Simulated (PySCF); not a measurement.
Isomers of C4H6O and their computed core-level spectra.

Method used: delta-SCF UKS SCAN, pcX-2 on the ionised atom, pcseg-1 elsewhere, spin-free X2C in PySCF 2.14.0. Geometries: PBE0-D3(BJ)/def2-SVP; isolated species, one conformer each.

Line lists (1s up to Mg, 2p3/2 beyond; areas count atoms within a level, one atom standing for each set equivalent by bonding):
1. C 1s: 289.93 (area 1), 291.03 (area 1), 291.75 (area 1), 292.30 (area 1) eV; O 1s: 538.73 eV
2. C 1s: 290.82 (area 1), 291.07 (area 1), 291.23 (area 1), 293.28 (area 1) eV; O 1s: 537.72 eV
3. C 1s: 289.99 (area 2), 292.30 (area 2) eV; O 1s: 539.48 eV

Structures:
A. 2,3-dihydrofuran (`C1=COCC1`)
B. vinyl ether (`C=COC=C`)
C. methacrolein (`C=C(C)C=O`)

Task: Match each list to its structure.

Result: 
- 1 = A: another candidate has the same counts of sites, so positions decide. C 1s: 289.93 alkene CH carbon, 291.03 allylic carbon, 291.75 vinylic carbon bearing oxygen, 292.30 sp3 carbon bound to oxygen; O 1s: 538.73 cyclic ether oxygen.
- 2 = C: another candidate has the same counts of sites, so positions decide. C 1s: 290.82 terminal =CH2 carbon, 291.07 allylic carbon, 291.23 fully substituted alkene carbon, 293.28 aldehyde carbon; O 1s: 537.72 aldehyde oxygen.
- 3 = B: no other candidate has these counts of sites. C 1s: 289.99 terminal =CH2 carbon (×2), 292.30 vinylic carbon bearing oxygen (×2); O 1s: 539.48 ether oxygen.

1 of these hole states is spin-contaminated (⟨S²⟩ 0.87, against 0.75; counted from 0.85) and less certain.
